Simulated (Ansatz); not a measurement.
System (SMILES): [O]Cl (O-Cl), doublet.
Atoms: Cl1, O2. Bonds: Cl1-O2.

Basis-set convergence of the highest harmonic wavenumber at PBE with Ansatz (a quantum-chemistry and plane-wave program). Each level at its own minimum, finite differences of forces, unscaled; the reference is a large set that could be run, not a limit. Cartesian d functions, on some or all atoms, in 6-311G**; all else is spherical. Open shells are unrestricted. No added dispersion term, no relativity. Reference: the value in aug-cc-pV(Q+d)Z, 864 cm⁻¹. Deviations are taken from unrounded values.

```
basis              functions  highest harmonic wavenumber (cm⁻¹)  minus reference (cm⁻¹)
-----------------  ---------  ----------------------------------  ----------------------
6-311G**                  45                                 799                     -65
aug-pcseg-1               50                                 837                     -27
6-311++G(2d,2p)           62                                 834                     -30
pcseg-2                   64                                 855                      -9
cc-pV(T+d)Z               69                                 857                      -7
def2-TZVPP                73                                 861                      -3
6-311++G(3df,3pd)         86                                 866                       2
def2-TZVPPD               91                                 864                       0
aug-cc-pV(T+d)Z          101                                 862                      -2
```
